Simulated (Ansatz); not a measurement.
Reaction (substitution at a C–C bond): `C/C(Cl)=C/CO` + H–F → `C/C(Cl)=C/F` + CH₃OH

Program: Ansatz. Geometries: PBE0-D4/def2-TZVP. ΔE: electronic, gas phase. CCSD(T)/CBS adds triple-zeta CCSD(T) − MP2 to the extrapolated MP2 energy (def2 sets, frozen cores). This one scheme is used for every species. Double bonds are as drawn, so ΔE can hold a change between cis and trans. Functionals use def2-TZVPP. B3LYP here is the variant with VWN-RPA as its local correlation; programs differ in this. Each species was taken in one conformer, which may not be the lowest.

**Question.** Is it downhill or uphill in electronic energy at CCSD(T)/CBS, and by how much? (An estimate is asked.)

**Answer.** Ansatz gave: Uphill: ΔE = +72.0 kJ/mol.

**Question.** What do these levels give: PBE-D4, PBE0-D4, PBE, PBE0, B3LYP, HF/def2-TZVPP, CCSD/def2-TZVPP, CCSD(T)/def2-TZVPP, HF/def2-QZVPP, MP2/def2-QZVPP, SCS-MP2/def2-QZVPP, HF/CBS(def2)? (An estimate is asked.)

**Answer.** The calculation gave: PBE-D4 57.3, PBE0-D4 61.6, PBE 51.5, PBE0 56.4, B3LYP 46.2, HF/def2-TZVPP 44.7, CCSD/def2-TZVPP 65.0, CCSD(T)/def2-TZVPP 67.7, HF/def2-QZVPP 44.1, MP2/def2-QZVPP 81.0, SCS-MP2/def2-QZVPP 70.9, HF/CBS(def2) 44.0 kJ/mol.

Largest T1 diagnostic among the species: 0.011.

From PBE to PBE0 (25 % exact exchange), in def2-TZVPP and without D4, ΔE moves by +4.9 kJ/mol. In def2-TZVPP, CCSD(T) changes the Hartree–Fock value by +22.9 kJ/mol (the triples alone add +2.7 kJ/mol) and MP2 by +34.1 kJ/mol.
